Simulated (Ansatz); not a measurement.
**AlN₂ (sextet): the correlation ladder, def2-TZVPP**

One table from this session's results is given with a row withheld; the runs are named, their logs left out.

Computed with Ansatz 0.2.0, Gaussian basis. Level: def2-TZVPP, core rule «outside noble gas», up to 7 orbitals frozen.

Plan: UHF; ROHF; CCSD(T) on UHF.

## What is computed

The geometry is a PBE0/def2-TZVP stationary point (not a proven minimum) of the parent state, kept for this charge and spin.

3 atoms, charge 0, spin multiplicity 6.

Atoms are counted from 1 here; the program's logs count them from 0.

Bond lengths: N1–Al2 1.795 Å, Al2–N3 1.795 Å. Angles: N1–Al2–N3 180.0°.

Geometry (Å):

```xyz
3
AlN2
N     0.0000    0.0000    1.7953
Al    0.0000    0.0000    0.0000
N     0.0000    0.0000   -1.7953
```

The first run:

File in.yaml:

```yaml
crystal:
  periodic: [false, false, false]
  atoms:
    - {symbol: N, position_ang: [0.000000, 0.000000, 1.795300]}
    - {symbol: Al, position_ang: [0.000000, 0.000000, 0.000000]}
    - {symbol: N, position_ang: [0.000000, 0.000000, -1.795300]}
basis:
  gaussian: {orbitals: def2-TZVPP}
magnetization: {spin_polarized: true, initial_magnetization: 5}
hamiltonian: {xc: hf}
output: {orbitals: {seedname: orbitals}}
```

Started as:

```bash
ansatz run in.yaml --threads 1 --pin off --events-out ev --progress --plain --max-ram 4096MiB --backend cpu
```

Steps of the session up to this table: UHF; ROHF; CCSD(T) on UHF.

One table of the session follows, with a row left open; its other results are not shown here.

It belongs to the step «Misses and costs». 

```
  method  from UCCSD(T) (kJ/mol)
    ROHF                  +962.3
     UHF                       ?
    UMP2                  +135.1
   UCCSD                   +33.9
UCCSD(T)                       0
```

Estimate the missing values for UHF.

**Answer.** from UCCSD(T) (kJ/mol): +928.9. In the column «from UCCSD(T) (kJ/mol)» it lies between UMP2 (+135.1) and ROHF (+962.3).
